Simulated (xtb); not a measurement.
xtb input (GFN2-xTB):

```bash
xtb mol.xyz --gfn 2 --ohess tight --chrg 0 --uhf 0
```
mol.xyz:
```
8

C     -0.01171003     0.00770518    -0.96802586
Si     0.02602607    -0.00159630     0.87294439
H      0.00836144    -1.01535214    -1.34711703
H     -0.91137177     0.47924948    -1.40953360
H      0.90106724     0.53059549    -1.37704001
H     -0.02893698     1.39354408     1.39791520
H     -1.22445184    -0.69405491     1.44295158
H      1.18409722    -0.69543232     1.41237138
```

End of the output:

```
   ------------------------------------------------------------------------
       1    159.83    -0.76082 ( 99.05%)    -0.71138 (  0.95%)    -0.76035
   ------------------------------------------------------------------------

   temp. (K)  partition function   enthalpy   heat capacity  entropy
                                   cal/mol     cal/K/mol   cal/K/mol   J/K/mol
 298.15  VIB   2.54                  974.992      8.544      5.120
         ROT  0.356E+04              888.752      2.981     19.230
         INT  0.903E+04             1863.744     11.525     24.350
         TR   0.303E+27             1481.254      4.968     37.396
         TOT                        3344.9983    16.4927    61.7459   258.3448

       T/K    H(0)-H(T)+PV         H(T)/Eh          T*S/Eh         G(T)/Eh
   ------------------------------------------------------------------------
    298.15    0.533059E-02    0.650294E-01    0.293375E-01    0.356920E-01
   ------------------------------------------------------------------------

         :::::::::::::::::::::::::::::::::::::::::::::::::::::
         ::                  THERMODYNAMIC                  ::
         :::::::::::::::::::::::::::::::::::::::::::::::::::::
         :: total free energy          -6.883936544785 Eh   ::
         ::.................................................::
         :: total energy               -6.919628498281 Eh   ::
         :: zero point energy           0.059698822419 Eh   ::
         :: G(RRHO) w/o ZPVE           -0.024006868923 Eh   ::
Note: The following floating-point exceptions are signalling: IEEE_DENORMAL
normal termination of xtb
         :: G(RRHO) contrib.            0.035691953496 Eh   ::
         :::::::::::::::::::::::::::::::::::::::::::::::::::::

optimized geometry written to: xtbopt.xyz

           -------------------------------------------------
          | TOTAL ENERGY               -6.919628498281 Eh   |
          | TOTAL ENTHALPY             -6.854599081723 Eh   |
          | TOTAL FREE ENERGY          -6.883936544785 Eh   |
          | GRADIENT NORM               0.000182219627 Eh/α |
          | HOMO-LUMO GAP               6.383810163914 eV   |
           -------------------------------------------------

------------------------------------------------------------------------
------------------------------------------------------------------------
 total:
 SCF:
 ANC optimizer:
 analytical hessian:
```
